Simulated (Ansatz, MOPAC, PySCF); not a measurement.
C20 fullerene with 30 fused pentagon pairs (ring spiral 1 2 3 4 5 6 7 8 9 10 11 12) `C12=C3C4=C5C6=C3C3=C1C1=C7C2=C4C2=C7C4=C1C3=C6C4=C52`, neutral singlet in the gas phase. 

Z-matrix (Å, degrees):
```
C
C 1 1.4381
C 1 1.4386 2 108.79
C 1 1.4387 2 108.77 3 118.31
C 3 1.4436 1 108.74 2 -1.12
C 5 1.4141 3 106.45 1 115.96
C 6 1.4436 5 106.64 3 -112.61
C 7 1.4387 6 108.71 5 116.16
C 8 1.4381 7 108.77 6 -1.04
C 8 1.4386 9 108.78 7 118.31
C 10 1.4436 8 108.74 9 1.12
C 11 1.4141 10 106.45 8 -115.96
C 9 1.4451 8 108.75 10 -1.21
C 13 1.4136 9 106.31 8 115.79
C 2 1.4451 1 108.75 3 1.20
C 15 1.4136 2 106.31 1 -115.78
C 3 1.4462 1 108.69 2 119.38
C 17 1.4133 3 106.70 1 -116.21
C 10 1.4462 8 108.69 9 -119.38
C 19 1.4133 10 106.70 8 116.21
```
Charge 0, spin multiplicity 1.

All levels are single points at this geometry (GFN2-xTB); Pople sets use spherical d functions. Orbital energies aren't observables, and empty levels follow the basis.

```json
[
 {"level": "B3LYP-D3(BJ)/def2-SVP in Ansatz", "HOMO (eV)": "-5.19", "LUMO (eV)": "-3.52", "gap (eV)": "1.67", "dipole (D)": "0.00", "vertical IE, Delta-SCF (eV)": "6.96"},
 {"level": "PBE-D3(BJ)/def2-SVP in Ansatz", "HOMO (eV)": "-4.57", "LUMO (eV)": "-4.04", "gap (eV)": "0.53", "dipole (D)": "0.00", "vertical IE, Delta-SCF (eV)": "6.91"},
 {"level": "B3LYP/6-31G* in PySCF", "HOMO (eV)": "-4.84", "LUMO (eV)": "-3.17", "gap (eV)": "1.68", "dipole (D)": "0.00", "vertical IE, Delta-SCF (eV)": "6.66"},
 {"level": "PBE/6-31G* in PySCF", "HOMO (eV)": "-4.25", "LUMO (eV)": "-3.72", "gap (eV)": "0.53", "dipole (D)": "0.00", "vertical IE, Delta-SCF (eV)": "6.63"},
 {"level": "HF/6-31G* in PySCF", "HOMO (eV)": "-6.60", "LUMO (eV)": "-0.24", "gap (eV)": "6.36", "dipole (D)": "0.00", "vertical IE, Delta-SCF (eV)": "–"},
 {"level": "AM1 in MOPAC", "HOMO (eV)": "-9.23", "LUMO (eV)": "-3.60", "gap (eV)": "5.64", "dipole (D)": "0.00", "vertical IE, Delta-SCF (eV)": "–"},
 {"level": "PM3 in MOPAC", "HOMO (eV)": "-9.01", "LUMO (eV)": "-3.58", "gap (eV)": "5.44", "dipole (D)": "0.00", "vertical IE, Delta-SCF (eV)": "–"},
 {"level": "PM6 in MOPAC", "HOMO (eV)": "-9.32", "LUMO (eV)": "-3.51", "gap (eV)": "5.81", "dipole (D)": "0.01", "vertical IE, Delta-SCF (eV)": "–"},
 {"level": "PM7 in MOPAC", "HOMO (eV)": "-9.37", "LUMO (eV)": "-3.67", "gap (eV)": "5.71", "dipole (D)": "0.00", "vertical IE, Delta-SCF (eV)": "–"}
]
```

Ansatz is a program for electronic structure.
